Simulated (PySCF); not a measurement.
# CH4LiO: the cost of one run

Computed with PySCF 2.14.0; each step states its level. No surroundings beyond the atoms listed, unless a continuum is named. Atoms count from 0, parts from 1.

## 1. The system as given

7 atoms, charge 1, multiplicity 1; geometry: GFN2-xTB. Parts: 1 = atom 0, `[Li+]`, charge 1; 2 = atoms 1–6, `CO`, charge 0.

## 2. Optimising the geometry at PBE0-D3(BJ)/def2-TZVPD

What the job is given:

```
{"job": {"xc": "PBE0", "basis": "def2-TZVPD", "d3": "d3bj", "grid": 3, "kind": "geom", "shake": 0.01}, "charge": 1, "multiplicity": 1, "parts": [{"atoms": "0-0", "charge": 1, "multiplicity": 1}, {"atoms": "1-6", "charge": 0, "multiplicity": 1}]}
Li    -0.550141     0.345632     0.257452
C      0.144117     1.993761    -1.911403
O     -0.125129     1.872422    -0.502889
H     -0.504899     2.722956    -2.355890
H      1.176632     2.312079    -2.089689
H     -0.009845     1.027196    -2.370316
H      0.054252     2.760992    -0.145796
```

Launch:

```console
$ OMP_NUM_THREADS=1 python cluster_run.py task.json out
```

The driver reads the jobs from task.json and runs them one after another.

Q: Estimate the wall time and peak memory of this first job on 1 thread of Arm Neoverse V1, shared host.

About 32 s, with a peak of 0.55 GiB.
